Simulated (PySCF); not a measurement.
# BH2(NH2): geometry, NMR shifts, electronic excitations, spin-spin couplings and core binding energies

Aim: predict the NMR shifts, electronic excitations, spin-spin couplings and core binding energies of BH2(NH2) (`[H]B([H])N`).

The runs use PySCF 2.14.0, with density-fitted response routines of our own; the level of theory stands in each step. All values are computed, except where a source is named. Atoms are numbered from 0 throughout.

## (1) Starting geometry

6 atoms, charge 0, multiplicity 1; geometry from: GFN2-xTB.

Bonds of the start (Å): B0–H1 1.17, B0–H2 1.17, B0–N3 1.38, N3–H4 1.01, N3–H5 1.01.

## (2) Relaxing the molecule at PBE0-D3(BJ)/def2-SVP

Job settings and geometry (Å):

```
{"job": {"xc": "PBE0", "basis": "def2-SVP", "d3": "d3bj", "grid": 1, "maxiter": 40, "kind": "geom"}, "charge": 0, "multiplicity": 1}
B      0.341950     0.595150     0.003650
H      1.330110     0.674300     0.627440
H     -0.078600     1.496820    -0.614110
N     -0.345390    -0.598720    -0.003870
H     -1.199300    -0.750580    -0.515060
H     -0.048780    -1.416960     0.501960
```

**Question.** This job is followed by: GIAO PBE0/pcSseg-1 NMR shielding, non-relativistic, gas phase; TDDFT CAM-B3LYP/def2-SVPD, vertical, gas phase, core orbitals frozen in the response; B3LYP/pcJ-1 indirect spin-spin coupling, non-relativistic, gas phase; GIAO wB97X-D/pcSseg-1 NMR shielding, non-relativistic, gas phase; delta-SCF UKS SCAN, pcX-2 on the ionised atom (unc-x2c-TZVPall on a metal), pcseg-1 elsewhere, spin-free X2C. Predict these results of the whole session: point group; rotational constants (main isotopes); 1H shifts against TMS (PBE0/pcSseg-1, means over atoms taken as alike); 11B shifts against BF3·OEt2 (PBE0/pcSseg-1); 15N shifts against NH3 (PBE0/pcSseg-1); lowest singlet (CAM-B3LYP/def2-SVPD); brightest single state of those computed; lowest triplet; largest coupling of the table (B3LYP/pcJ-1); N1s binding energies, SCAN/pcX-2; range of the shift of N3.

The runs gave:

| quantity | value |
| --- | --- |
| point group | C2v |
| rotational constants (main isotopes) | 136.69, 27.54, 22.92 GHz |
| 1H shifts against TMS (PBE0/pcSseg-1, means over atoms taken as alike) | 4.81, 4.45 ppm |
| 11B shifts against BF3·OEt2 (PBE0/pcSseg-1) | 38.1 ppm |
| 15N shifts against NH3 (PBE0/pcSseg-1) | 124.0 ppm |
| lowest singlet (CAM-B3LYP/def2-SVPD) | 7.22 eV (172 nm), f = 0.000 |
| brightest single state of those computed | state 3, 8.33 eV, f = 0.228 |
| lowest triplet | 6.25 eV |
| largest coupling of the table (B3LYP/pcJ-1) | 1J(B,H) B0–H1, 141.2 Hz |
| N1s binding energies, SCAN/pcX-2 | N3 405.65 eV |
| range of the shift of N3 | 117.6 to 124.0 ppm |

Over 3 steps the energy fell by 0.042 eV; of the close pairs, B0–H2 changed most, 1.171 to 1.210 Å. At PBE0/pcSseg-1: The largest span, 193 ppm, is at N3, where the paramagnetic term is -176 ppm. The first singlet state (HOMO−1→LUMO+1 0.99) lies at 7.22 eV and is dark; of the 10 states computed, the strongest absorption comes from state 3 at 8.33 eV. The lowest triplet lies 0.97 eV below the lowest singlet (triplets in Tamm-Dancoff, singlets in full TDDFT). Of the pairs tabulated at B3LYP/pcJ-1, B0–H1 (mean over like pairs) couples most strongly (141.2 Hz; Fermi contact 141.3 Hz). Across the 2 runs the shift of N3 moves most, between 117.6 (wB97X-D/pcSseg-1) and 124.0 ppm (PBE0/pcSseg-1).
